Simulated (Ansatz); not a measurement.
Species: F$_{2}$, charge 0, singlet. F2 (molecular fluorine, SMILES FF).
B3LYP-D3(BJ)/def2-TZVP minimum from Ansatz (a program for electronic structure):
```xyz
2

F      0.0000     0.0000    -0.6982
F      0.0000     0.0000     0.6982
```

Quantity: atomisation energy (electronic, to ground-state atoms), in kcal/mol. Open shells are spin-unrestricted; no spin-orbit coupling. CBS(X,Y): correlation extrapolated as X^-3, Hartree-Fock from the larger set (Q,5: extrapolated as (X+1)exp(-9√X)). A bracket is a step between two methods taken in the basis named. The functionals are non-relativistic, so their misses hold any scalar relativity. Double hybrids freeze cores in their MP2 part. 'core' is core correlation in cc-pwCVTZ, 'X2C' scalar relativity in cc-pVTZ-DK, both at CCSD(T). The restricted determinant of F2 (FF, singlet) is unstable towards broken spin symmetry in at least one set run.

CCSD(T)/CBS(cc-pVQZ,cc-pV5Z) + [CCSDT(Q) - CCSD(T)]/cc-pVQZ + [CCSDTQ - CCSDT(Q)]/cc-pVDZ + core + X2C (Ansatz) gives 38.9 kcal/mol.

Q: How far off this value is PBE/def2-TZVPD (Ansatz), in which direction, and which of these levels come nearer: B3LYP/def2-TZVPD, PBE0/def2-TZVPD, wB97M-V/def2-TZVPD, B2PLYP/def2-TZVPD, CCSD(T)/CBS(cc-pVQZ,cc-pV5Z) + core + X2C?

A: PBE gives 52.4 kcal/mol, 13.5 kcal/mol above it. Differences of the others: B3LYP/def2-TZVPD (Ansatz) -2.2; PBE0/def2-TZVPD (Ansatz) -4.2; wB97M-V/def2-TZVPD (Ansatz) -1.7; B2PLYP/def2-TZVPD (Ansatz) -3.5; CCSD(T)/CBS(cc-pVQZ,cc-pV5Z) + core + X2C (Ansatz) -0.5 kcal/mol. Nearer than PBE: B3LYP/def2-TZVPD, PBE0/def2-TZVPD, wB97M-V/def2-TZVPD, B2PLYP/def2-TZVPD, CCSD(T)/CBS(cc-pVQZ,cc-pV5Z) + core + X2C.
